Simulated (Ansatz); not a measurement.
# BNH₃ (quartet): the correlation ladder at distance B1–H4 along a hydrogen transfer = 1.513 Å, cc-pVDZ

An exercise on one series of results from a longer session: the logs are not shown, and one member is left open.

The runs use Ansatz 0.2.0, Gaussian basis; cc-pVDZ, core rule «outside noble gas», up to 2 orbitals frozen.

Plan: UHF; CCSD(T) on ROHF; CCSD(T) on UHF; BCCD(T) on ROHF; CISD; CCSDT(Q) on ROHF; CCSDT(Q) on UHF; CASSCF and MRCISD+Q, 5 electrons in 5 orbitals; CASSCF and NEVPT2, 5 electrons in 5 orbitals.

15 further runs of the same task are left out: 6 for a known fault of the program, 1 for a mislabelled method, 7 that didn't finish, 1 set aside as unsound or not needed.

### What is computed

The geometry derives from fragments relaxed apart (PBE0/def2-TZVP) and kept rigid, so it is no stationary point. A hydrogen atom is moved between rigid fragments.

5 atoms, charge 0, spin multiplicity 4.

Atoms are counted from 1 here; the program's logs count them from 0.

Bond lengths: B1–H2 1.193 Å, B1–H3 1.193 Å, H4–N5 1.040 Å. Angles: H2–B1–H3 120.0°.

Set-up of the first run:

File in.yaml:

```yaml
crystal:
  periodic: [false, false, false]
  atoms:
    - {symbol: B, position_ang: [-1.295948, 0.000000, 0.000000]}
    - {symbol: H, position_ang: [-1.892682, 1.033571, 0.000000]}
    - {symbol: H, position_ang: [-1.892682, -1.033571, 0.000000]}
    - {symbol: H, position_ang: [0.217052, 0.000000, 0.000000]}
    - {symbol: N, position_ang: [1.257052, 0.000000, 0.000000]}
basis:
  gaussian: {orbitals: cc-pVDZ}
magnetization: {spin_polarized: true, initial_magnetization: 3}
hamiltonian: {xc: hf}
output: {orbitals: {seedname: orbitals}}
```

Command:

```console
> ansatz run in.yaml --threads 1 --pin off --events-out ev --progress --plain --max-ram 2393MiB
```

Among the steps run: UHF; CCSD(T) on ROHF; CCSD(T) on UHF; BCCD(T) on ROHF; CISD; CCSDT(Q) on ROHF; CCSDT(Q) on UHF; CASSCF and MRCISD+Q, 5 electrons in 5 orbitals; CASSCF and NEVPT2, 5 electrons in 5 orbitals.

One of the session's tables, all rows but one given; the rest of the session is left out.

| method | from UCCSDT(Q) (meV) |
| --- | --- |
| ROHF | +6458.3 |
| UHF | +6127.1 |
| RMP2 | +1196.2 |
| UMP2 | +1222.9 |
| CISD | +515.0 |
| RCCSD | +139.1 |
| UCCSD | +133.1 |
| RCCSD(T) | ? |
| UCCSD(T) | +27.9 |
| BCCD(T) | +29.4 |
| RCCSDT | +7.0 |
| UCCSDT | +5.3 |
| RCCSDT(Q) | +1.8 |
| UCCSDT(Q) | 0 |

**Question.** Estimate the row for RCCSD(T).

As computed: from UCCSDT(Q) (meV): +29.1. In the column «from UCCSDT(Q) (meV)» it lies between UCCSD(T) (+27.9) and BCCD(T) (+29.4).

Left out of the table: CASSCF pair, NEVPT2 pair, MRCISD pair, MRCISD+Q pair (the active space lost an orbital or holds another state than full CI finds).

Caveats from the session: Restricted and unrestricted rows rest on different reference determinants; where their highest levels disagree by more than a few hundredths of an eV, they describe different states and don't form one ladder. Warnings in the runs' records: passed over end.
